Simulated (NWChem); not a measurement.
**Atomisation of fluorine (F2)**

```xyz
2

F      0.0000     0.0000     0.6882
F      0.0000     0.0000    -0.6882
```
Charge 0, spin multiplicity 1.

The numbers come from NWChem runs, not from measurements. Structure: optimised with PBE0/def2-SVP, a minimum by its harmonic frequencies.

Basis set: def2-QZVP. The atomisation energy is electronic alone: no zero-point, thermal, spin-orbit or counterpoise terms. No value is extrapolated to the basis-set limit. Free atoms are single determinants with multiplicities F 2. Correlated methods freeze the same cores in atoms and molecule, 2 orbitals in all.

```
method                        atomisation energy (kcal/mol)  relative cost
----------------------------  -----------------------------  -------------
LDA (SVWN5)                                            77.9        under 3
BHandHLYP                                              15.8        under 3
PBE0                                                   35.0        under 3
MP2                                                    42.0        under 3
PBE                                                    52.1        under 3
B3LYP                                                  36.7        under 3
HF                                                    -34.9              1
LC-wPBE (omega 0.3 per bohr)                           44.9             20
M06-2X                                                 33.8        under 3
CCSD(T)                                                35.9             30
```

The values span 112.8 kcal/mol, from HF (lowest) to LDA (SVWN5) (highest). Costs are rough ratios of processor time within this set of runs, SCF included, with HF as 1. Costs are the molecule's.

B3LYP has NWChem's definition, with VWN1-RPA local correlation. GW and range-separated runs recompute their integrals, the others keep them in memory, which bears on the times. No SCF solution was tested for a lower state. Open-shell Hartree-Fock references start from PBE0 orbitals; any time given for them includes that run. No row is a measurement; the coupled-cluster row has its own basis-set and correlation limits.
